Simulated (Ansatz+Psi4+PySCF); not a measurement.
Values are calculated unless marked as measured or tabulated.
A run of Psi4 1.11 on doublet C2H5 at this shape:

```xyz
7

C    -0.5673   -0.0203   -0.2410
C     0.7409    0.0024    0.0700
H    -1.5000    0.0252    1.5460
H    -1.1163    0.8982   -0.4220
H    -1.1093   -0.8952   -0.4240
H     1.2935   -0.9345    0.1469
H     1.2845    0.9235    0.2006
```

Its results:

```yaml
Converged: yes
Total_energy: -78.55621 hartree
Spin_squared_of_the_determinant: 0.948
```

(1) Which input gives this output? Name the method, the orbitals and the basis set, and write the input.

Results:

(1) UHF in cc-pVTZ.

```
molecule {
0 2
C -0.567280 -0.020250 -0.241040
C 0.740940 0.002350 0.070040
H -1.500040 0.025190 1.546010
H -1.116330 0.898160 -0.422030
H -1.109270 -0.895250 -0.424050
H 1.293530 -0.934540 0.146930
H 1.284450 0.923490 0.200630
}

set basis cc-pVTZ
set reference uhf
set scf_type pk
energy('scf')
```

Caution: the unrestricted determinant is spin contaminated.
